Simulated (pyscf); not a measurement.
Thermochemistry of product channels of `[CH2]=[Se]` on the singlet surface, in kJ/mol, from ωB97M-D3(BJ)/def2-TZVP energies (ideal gas, 1 atm, RRHO with modes under 100 cm⁻¹ raised to 100, one conformer, R ln 2 for rigid chiral ones). Structures and frequencies: ωB97X-D3(BJ)/def2-SVP in PySCF.

```
products                             ΔE  ΔH(298 K)  ΔG(900 K)  ΔG(1200 K)
-------------------------------  ------  ---------  ---------  ----------
`[C]=[Se]` [singlet] + `[H][H]`  +229.3     +205.6     +100.7       +63.6
`[CH][SeH]` [singlet]            +200.2     +190.8     +181.5         [?]
```

Task: Some entries are withheld; supply them.

Result: 
- `[CH][SeH]` [singlet], ΔG(1200 K): +177.5

These are energies of the channels, which say nothing of barriers. Elements up to Kr have no core potential and no relativistic terms here.
